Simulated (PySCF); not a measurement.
## Vertical excitation energies

Species: C₄H₁₂PS (charge +1).
SMILES: `CSC[PH+](C)C`

Method used: PySCF, TDDFT B3LYP/def2-SVPD, vertical, gas phase, core orbitals frozen in the response. One conformer (not necessarily the lowest) at the GFN2-xTB geometry, without solvent, vibrations or thermal averaging. Torsions of this conformer, `[CH3:1][S:2][CH2:3][PH+:4]([CH3:5])[CH3:6]`: C1–S2–C3–P4 158°, S2–C3–P4–C5 -66°.

| state | E (eV) | E (hartree) | f | main configurations (H = HOMO, L = LUMO) |
| --- | --- | --- | --- | --- |
| S1 | 5.15 | 0.1893 | 0.0004 | H→L+1 (69%), H→L (19%), H→L+3 (8%) |
| S2 | 5.36 | 0.1968 | 0.012 | H→L (77%), H→L+1 (20%) |
| S3 | 5.80 | 0.2132 | 0.0008 | H→L+2 (95%) |
| S4 | 5.88 | 0.2161 | 0.0003 | H→L+3 (85%) |
| S5 | 6.34 | 0.2330 | 0.0086 | H→L+4 (91%) |
| S6 | 6.53 | 0.2399 | 0.0083 | H→L+5 (90%) |
| S7 | 6.93 | 0.2547 | 0.016 | H→L+6 (78%), H→L+7 (20%) |
| S8 | 7.00 | 0.2572 | 0.0047 | H→L+7 (77%), H→L+6 (20%) |

Triplets (Tamm–Dancoff): T1 4.65 eV, H→L+1 (76%), H→L+3 (18%); T2 5.00 eV, H→L (84%); T3 5.72 eV, H→L+3 (40%), H→L+2 (40%), H→L+1 (11%).

The lowest singlet comes at 241 nm (497 kJ/mol) in the ultraviolet; it is dark (f under 0.0005); its leading configuration is HOMO→LUMO+1 (69%). The strongest level in the table is S7 at 6.93 eV (179 nm, f = 0.016). Löwdin shares by element: HOMO sulfur 70%, carbon 19% or more; LUMO (one of a set within 0.03 eV) phosphorus 25%, hydrogen 18% or more, sulfur 10%, carbon 8% or more (atoms not listed hold the other 40%). Orbital energies (eV): HOMO-3 -15.12, HOMO-2 -14.23, HOMO-1 -12.98, HOMO -10.46, LUMO -4.21, LUMO+1 -4.21, LUMO+2 -3.84. Of the 8 states listed, 2 reach f = 0.01 and 2 stay under 0.0005. Weighted by f, the mean energy of these states is 6.37 eV. Only the lowest 8 singlets were computed, as vertical energies without vibronic structure.

On an Intel Xeon 6975P-C with one thread (shared host), this took 24 s wall and 0.90 GiB of memory at its peak.
